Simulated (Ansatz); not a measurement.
[CH$_{3}$···H···H], doublet: the ladder up to UCCSDT(Q)

Geometry: a point of a hydrogen-transfer path between rigid fragments, not a stationary point.

```xyz
6

C    -0.1368    0.0000    0.0000
H    -0.5000    1.0273    0.0000
H    -0.5000   -0.5137    0.8897
H    -0.5000   -0.5137   -0.8897
H     1.1522    0.0000    0.0000
H     1.9772    0.0000    0.0000
```

Basis cc-pVTZ; Ansatz 0.2.0. Correlated methods freeze the noble-gas cores, which leaves 9 electrons in 99 orbitals. R marks a restricted (for open shells ROHF) determinant, U an unrestricted one. Active spaces: pair = (3e, 3o) about the gap; valence = (9e, 9o) chosen from the atoms' valence shells.

Full CI isn't at hand for all of this; UCCSDT(Q) serves as the reference, and is uncertain by about the last step of the cluster series. The frozen core follows each run's orbitals, which can shift R against U totals by a few meV.

For open shells CISD is restricted-active-space CI with the open shells as a complete middle space.

```
UHF ⟨S²⟩                          : 0.778
T1 diagnostic (RCCSD)             : 0.0186
largest doubles amplitude (RCCSD) : 0.051
T1 diagnostic (UCCSD)             : 0.0131
```

```csv
level,E − E(RHF) (eV)
UHF,-0.2609
RMP2,-5.9568
UMP2,-5.8896
RCCSD,-6.5856
UCCSD,-6.5918
RCCSD(T),-6.7803
UCCSD(T),-6.7788
```

(1) Estimate how far UCCSDT(Q) in cc-pVTZ lies from RCCSD(T). The table doesn't fix it; the size of (T) and the diagnostics are the guide.

(1) UCCSDT(Q) in cc-pVTZ lies 0.71 mEh below RCCSD(T), which is 10 % of the (T) step (-7.15 mEh). The diagnostics are small and one determinant leads, so the series closes fast and only a small part of (T) is left.

The other levels:

```csv
level,E − E(UCCSDT(Q)) (mEh),share of correlation (%),wall time
CISD,20.85,91.66,15 s
BCCD(T),0.71,99.71,17 s (H100)
RCCSDT,0.22,99.91,–
UCCSDT,0.19,99.92,–
RCCSDT(Q),0.02,99.99,25 s (H100)
CASSCF (valence space),158.80,36.45,–
NEVPT2 (valence space),35.81,85.67,18 s (H100)
```

The correlation energy at UCCSDT(Q), counted from RHF, is -6.800 eV. That run took 25 s on 2 threads of AMD EPYC 7R13 with a shared H100 80 GB, shared host.

Run but not shown, since their state or frozen core can't be matched to the reference's or they repeat it: CASSCF (pair space), NEVPT2 (pair space).

Times hold each run's SCF and search for its determinant on a shared host, so for small cases they say little of a method's own cost; rows without a card ran on 1 thread of AMD EPYC 7R13.

Natural occupations of CASSCF (valence space) about the gap: 1.983 1.977 1.977 1.975 0.999 0.025 0.021 0.021 0.020; effectively unpaired electrons, Σ n²(2−n)², 1.01.
